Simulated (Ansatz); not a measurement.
HgS (P3₂21, No. 154), treated with PBE-D3(BJ) (plane waves, PAW; Ansatz, a program for electronic structure).

Settings: plane-wave cutoff 500 eV, 12×12×4 k mesh (along the axes of the cell as run), Fermi–Dirac smearing 0.05 eV, scalar-relativistic PAW data made under PBE.

Cell (relaxed at this level):

HgS is taken in the trigonal space group P3₂21 (No. 154), Pearson symbol hP6. Conventional cell: a = b = 4.1658 Å, c = 9.5075 Å, α = β = 90.00°, γ = 120.00°. Hg on 3a sees 2 S at 2.399 Å (linear). S on 3b sees 2 Hg at 2.399 Å (bent). (Neighbours: up to the widest gap in distance over summed covalent radii, below 1.35, at either atom; cation-cation and far metal-metal contacts left out.)

Predict the band gap.


* **band gap**: 1.28 eV (on the SCF k mesh)

Spin–orbit coupling is not included.
